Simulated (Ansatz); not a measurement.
Ansatz (a first-principles code) input:

Ansatz 0.2 input:
```yaml
crystal:
  periodic: [false, false, false]
  atoms:
    - {symbol: C, position_ang: [0.00154788, 1.50835855, 0.17891235]}
    - {symbol: O, position_ang: [0.01822052, 0.23336706, 0.92927369]}
    - {symbol: C, position_ang: [0.02181164, -0.89675263, 0.15012339]}
    - {symbol: H, position_ang: [0.88520317, 1.43713775, -0.54858430]}
    - {symbol: H, position_ang: [-0.89328033, 1.42259143, -0.53347392]}
    - {symbol: H, position_ang: [0.03320697, -1.79585197, 0.79384886]}
    - {symbol: H, position_ang: [-0.87247887, -0.96121338, -0.50787805]}
    - {symbol: H, position_ang: [0.90801980, -0.94726209, -0.51998970]}
basis:
  gaussian:
    orbitals: def2-TZVP
hamiltonian:
  xc: b3lyp
  dispersion: d3bj
total_charge: -1
relax: {f_tol: 0.002, max_steps: 150}
```

Q: Which total energy does the run end on?

A: -154.42230 Eh (B3LYP-D3(BJ)/def2-TZVP). The basis has 123 functions. The run takes roughly 23 core-seconds.

It need not be the lowest isomer of its formula. Whether it binds its extra electron was not tested at this geometry.
